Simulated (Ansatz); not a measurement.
A calculation with Ansatz (development build ahead of 0.2.0).

```yaml
crystal:
  periodic: [false, false, false]
  atoms:
    - { symbol: C, position_ang: [-0.04585, -0.01862, -0.6445] }
    - { symbol: F, position_ang: [-0.00355, -0.0098, 0.74305] }
    - { symbol: H, position_ang: [0.02785, -1.11888, -0.98454] }
    - { symbol: H, position_ang: [-0.88087, 0.51426, -1.02965] }
    - { symbol: H, position_ang: [0.87173, 0.46953, -1.03152] }
basis:
  gaussian: { orbitals: "6-31G" }
hamiltonian:
  xc: hf
correlation:
  method: mp2
  frozen_orbitals: { C: 1, F: 1, H: 0 }
```

The input is written out in the form of the current development build from the run's settings.

Output:

```json
{
 "Converged": "yes",
 "Reference energy": "-138.98800 hartree",
 "Correlation energy": "-0.21457 hartree",
 "Total energy": "-139.20257 hartree",
 "Spin squared of the determinant": "0.000"
}
```
